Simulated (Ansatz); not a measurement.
## SiH2SF (SMILES F[SiH]S): the energy, rung by rung

SiH2SF: 5 atoms, total charge 0, spin state doublet. As SMILES, `F[SiH]S`. Geometry: relaxed at PBE0-D4/def2-TZVP. This is one conformer, not always the lowest.

```xyz
5

F    -1.2423   -0.5272    1.1342
Si   -0.6294   -0.1680   -0.3033
S     1.4007    0.4385   -0.1918
H    -0.6218   -1.4165   -1.1155
H     1.1427    1.5995    0.4350
```

Each level gives the energy change with the Si2–H4 bond stretched from 1.489 to 1.862 Å (eV). The values are calculated.

```json
{"level": "UBLYP/STO-3G", "kind": "GGA", "program": "Ansatz", "value (eV)": "0.89", "less FCI/STO-3G": "-0.20", "CPU time (all runs)": "4.9 s"}
{"level": "U-r2SCAN/STO-3G", "kind": "meta-GGA", "program": "Ansatz", "value (eV)": "1.05", "less FCI/STO-3G": "-0.04", "CPU time (all runs)": "14 s"}
{"level": "U-r2SCAN0/STO-3G", "kind": "hybrid meta-GGA", "program": "Ansatz", "value (eV)": "1.20", "less FCI/STO-3G": "+0.11", "CPU time (all runs)": "14 s"}
{"level": "UCAM-B3LYP/STO-3G", "kind": "range-separated hybrid", "program": "Ansatz", "value (eV)": "1.18", "less FCI/STO-3G": "+0.09", "CPU time (all runs)": "6.3 s"}
{"level": "UCCSD(T)/STO-3G", "kind": "coupled cluster or CI", "program": "Ansatz", "value (eV)": "1.10", "less FCI/STO-3G": "+0.01", "CPU time (all runs)": "0.81 s"}
{"level": "UCCSD/STO-3G", "kind": "coupled cluster or CI", "program": "Ansatz", "value (eV)": "1.13", "less FCI/STO-3G": "+0.04", "CPU time (all runs)": "0.81 s"}
{"level": "UCCSDTQ/STO-3G", "kind": "coupled cluster or CI", "program": "Ansatz", "value (eV)": "1.09", "less FCI/STO-3G": "0.00", "CPU time (all runs)": "4.1 min"}
{"level": "FCI/STO-3G", "kind": "exact in the basis", "program": "Ansatz", "value (eV)": "1.09", "less FCI/STO-3G": "0.00", "CPU time (all runs)": "37 s"}
```

FCI/STO-3G is exact within its basis and frozen core, so for wave-function methods in that basis the difference is their error; functionals converge differently with the basis, so for them it is only a difference. The first shape isn't each level's own minimum. The values span 0.89 to 1.20 eV. All rows use very small basis sets, so even the best lies far from the true value. Times are those of the runs behind each value, whatever else they computed, on shared processors of several kinds: orders of magnitude only.
